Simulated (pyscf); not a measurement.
Four-centre exchange: HO–PH–OH (SMILES OPO) + GaH₃ (SMILES [GaH3]) -> HO–GaH₂ (SMILES [OH][GaH2]) + HO–PH₂ (SMILES OP)

Gas phase, singlet surface, charge 0. Bonds broken: O1–P2, Ga7–H8. Bonds formed: O1–Ga7, P2–H8. Optimised with ωB97X-D3(BJ)/def2-SVP in PySCF.

Transition state (Å):

```xyz
10

O     -0.6490    -0.9682     0.7587
P     -2.0620     0.3593     0.3202
O     -2.6745     0.9373    -1.1297
H     -0.6141    -1.1030     1.7147
H     -2.7629    -0.8497     0.0378
H     -2.3571     1.8357    -1.2995
Ga     0.7768     0.0255    -0.1128
H     -0.5749     1.0219    -0.3669
H      1.6983     0.6975     0.9586
H      1.1935    -0.6915    -1.4321
```

One imaginary mode, 433i cm⁻¹; descent along it reached the two sides named, in the forms told below.

```json
[
 {"bond": "O1–P2", "change": "breaks", "reactant side (Å)": "1.703", "saddle": "1.988", "product side": "2.8"},
 {"bond": "Ga7–H8", "change": "breaks", "reactant side (Å)": "1.579", "saddle": "1.698", "product side": "2.251"},
 {"bond": "O1–Ga7", "change": "forms", "reactant side (Å)": "2.158", "saddle": "1.944", "product side": "1.805"},
 {"bond": "P2–H8", "change": "forms", "reactant side (Å)": "3.9", "saddle": "1.767", "product side": "1.452"}
]
```

Electronic energies relative to the separated reactants (kcal/mol):

```csv
level,barrier,reaction energy,reverse barrier
ωB97X-D3(BJ)/def2-TZVP,14.3,-8.0,22.3
PBE/def2-TZVP,11.2,-7.9,19.1
r²SCAN/def2-TZVP,11.2,-8.1,19.3
B3LYP-D3(BJ)/def2-TZVP,14.8,-8.2,23.0
PBE0-D3(BJ)/def2-TZVP,12.9,-7.7,20.6
M06-2X/def2-TZVP,13.2,-10.4,23.7
ωB97M-D3(BJ)/def2-TZVP,17.2,-7.1,24.4
HF/def2-TZVP,33.7,-8.5,42.1
```

With ωB97M-D3(BJ)/def2-TZVP energies and thermal terms (ideal gas, 1 atm, RRHO with modes under 100 cm⁻¹ raised to 100, one conformer, R ln 2 for chiral ones without a mode under 150 cm⁻¹), in kcal/mol:

```json
[
 {"T (K)": "298", "ΔH‡": "18.0", "ΔG‡": "29.1", "ΔH": "-6.7", "ΔG": "-8.0"},
 {"T (K)": "600", "ΔH‡": "18.3", "ΔG‡": "40.2", "ΔH": "-6.7", "ΔG": "-9.3"},
 {"T (K)": "900", "ΔH‡": "18.8", "ΔG‡": "51.0", "ΔH": "-6.8", "ΔG": "-10.5"},
 {"T (K)": "1200", "ΔH‡": "19.4", "ΔG‡": "61.6", "ΔH": "-6.8", "ΔG": "-11.8"}
]
```

On the reactant side the descent ends in an adduct with a Ga–O contact (not fully relaxed), 15.0 kcal/mol under the separated species and 29.3 kcal/mol under the saddle at ωB97X-D3(BJ)/def2-TZVP. On the product side the descent ends in a complex, 5.6 kcal/mol under the separated species and 27.9 kcal/mol under the saddle at ωB97X-D3(BJ)/def2-TZVP. What is counted as formed (Ga–O) is already present as a longer contact in the reactant adduct; forming that adduct is a step of its own. The same reactants have a lower exit, to HO–PH–O–GaH₂ + H₂ (barrier +8.6 kcal/mol at ωB97M-D3(BJ)/def2-TZVP, against +17.2 kcal/mol here). This is the saddle that the search found; another between the same sides may lie lower. Elements up to Kr have no core potential and no relativistic terms here.
